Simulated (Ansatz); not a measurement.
**BF2 (SMILES F[B]F): methods side by side**

BF2 has 3 atoms, charge 0, and is taken as a doublet. SMILES: `F[B]F`. The shape is that of a PBE0-D4/def2-TZVP optimisation.

```csv
atom,x (Å),y (Å),z (Å)
F,0.5131,-1.0443,0.1600
B,0.2790,0.2405,0.1813
F,-0.8029,0.7389,-0.3546
```

Each level gives the energy change with the B2–F3 bond stretched from 1.306 to 1.959 Å (eV). The values are calculated.

| level | kind | program | value (eV) | less FCI/STO-3G |
| --- | --- | --- | --- | --- |
| USVWN5/STO-3G | LDA | Ansatz | 3.73 | +0.48 |
| UBLYP/STO-3G | GGA | Ansatz | 3.15 | -0.10 |
| U-r2SCAN/STO-3G | meta-GGA | Ansatz | 3.54 | +0.29 |
| U-r2SCAN0/STO-3G | hybrid meta-GGA | Ansatz | 3.78 | +0.53 |
| UBHLYP/STO-3G | global hybrid | Ansatz | 3.74 | +0.49 |
| UB2PLYP/STO-3G | double hybrid | Ansatz | 3.71 | +0.46 |
| RPA@PBE/STO-3G | RPA | Ansatz | 3.14 | -0.11 |
| UCCSDT/STO-3G | coupled cluster or CI | Ansatz | 3.27 | +0.02 |
| FCI/STO-3G | exact in the basis | Ansatz | 3.25 | 0.00 |

FCI/STO-3G is exact within its basis and frozen core, so for wave-function methods in that basis the difference is their error; functionals converge differently with the basis, so for them it is only a difference. The first shape isn't each level's own minimum. The values span 3.14 to 3.78 eV. Spin contamination of the reference (⟨S²⟩ at least 0.1 too high) touches UB2PLYP/STO-3G, UCCSDT/STO-3G. All rows use very small basis sets, so even the best lies far from the true value.
